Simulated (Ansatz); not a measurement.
# 1T (CdI2-type) HfS2

Computed with PBE-D3(BJ) (plane waves, PAW; Ansatz, a first-principles code).

Cell: relaxed at this level.

For 1T (CdI2-type) HfS2, the interlayer binding energy is 24.8 meV/Å² and the layer repeat distance is 5.768 Å. The gap between the layers is 2.855 Å.

Spin–orbit coupling is not included.

The computed numbers hold no vibrational or temperature effects.
